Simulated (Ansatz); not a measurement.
## How far each method lies from UCCSDT(Q) for P, quartet

A free P atom.

Basis def2-TZVPP; Ansatz 0.2.0. Correlated methods freeze the noble-gas cores, which leaves 5 electrons in 37 orbitals. R marks a restricted (for open shells ROHF) determinant, U an unrestricted one. Active spaces: valence = (5e, 4o) chosen from the atoms' valence shells.

Full CI isn't at hand for all of this; UCCSDT(Q) serves as the reference, and is uncertain by about the last step of the cluster series. The frozen core follows each run's orbitals, which can shift R against U totals by a few meV.

For open shells CISD is restricted-active-space CI with the open shells as a complete middle space.

The UHF ⟨S²⟩ is 3.750, the T1 diagnostic (RCCSD) is 0.0050 and the largest doubles amplitude (RCCSD) is 0.061. The T1 diagnostic (UCCSD) is 0.0044.

**Question.** From what is known of these methods and the diagnostics, rank them by the size of their error in total energy against UCCSDT(Q) in def2-TZVPP, smallest first (an estimate: the text doesn't fix the numbers).
A. NEVPT4(SD) (valence space)
B. UCCSD(T)
C. RCCSDT
D. MRCISD (valence space)
E. UMP2

**Answer.** C (7 meV), B (25 meV), A (50 meV), D (181 meV), E (619 meV).

All errors are against UCCSDT(Q) in def2-TZVPP. The usual hierarchy is broken: NEVPT4(SD) (valence space) lies nearer than MRCISD (valence space).

Natural occupations of CASSCF (valence space) about the gap: 2.000 1.000 1.000 1.000; effectively unpaired electrons, Σ n²(2−n)², 3.00.
